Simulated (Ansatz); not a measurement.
Energy profile

The step: SiNH₅ ([NH2][SiH3]) + PH₃ → SiPH₅ ([SiH3][PH2]) + NH₃; bonds formed: Si1–P7, N2–H6; bonds broken: Si1–N2, H6–P7 (atoms numbered as in the saddle structure below).

```csv
atom,x (Å),y (Å),z (Å)
Si1,-1.0841,-0.5537,0.4773
N2,0.7497,-0.4414,0.7816
H3,-1.7707,0.7220,0.7387
H4,-1.3998,-1.4427,1.6464
H5,-1.4001,-1.3373,-0.7281
H6,0.9031,0.2239,-0.0944
P7,-0.0341,1.1948,-1.6706
H8,1.0012,-0.0041,1.6661
H9,1.2418,-1.3289,0.6984
H10,0.7003,2.3000,-1.1488
H11,1.0930,0.6673,-2.3667
```

Electronic energies by CCSD(T) at an estimated basis limit (MP2 extrapolated from triple and quadruple zeta, plus CCSD(T) − MP2 in triple zeta), on PBE0-D4/def2-TZVP structures; SiPNH8, closed shell; no counterpoise correction. Program: Ansatz 0.2.0. Basis: def2-TZVPP and def2-QZVPP. Cores are frozen in the correlated methods. Extrapolation: Hartree–Fock as exp(−7.88 √X), correlation as X^−2.97.

Q: Give the profile in kcal/mol, counted from the separated reactants. (An estimate is asked for; the value comes from the calculation.)

A: The calculation gives:
```tsv
point	kcal/mol
separated: SiNH5 (linked as [NH2][SiH3]; Si1, N2, H3, H4, H5, H8, H9; singlet) + PH3 (H6, P7, H10, H11; singlet)	0.00
start structure	-1.17
saddle	38.62
end structure	2.32
separated: SiPH5 (linked as [SiH3][PH2]; Si1, H3, H4, H5, P7, H10, H11; singlet) + NH3 (N2, H6, H8, H9; singlet)	5.03
```

The T1 diagnostic stays at or below 0.014. The start structure is not quite a true minimum (one mode of 27i cm⁻¹).

For scale, one of the runs: CCSD(T)/def2-TZVPP, 227 basis functions, launched by `ansatz run in.yaml --threads 4 --pin off --events-out ev --progress --plain --max-ram 9574MiB`. Time: 59 s of wall clock on 4 CPU threads of an Arm Neoverse V1; the host was shared. Peak host memory: 3.5 GiB.
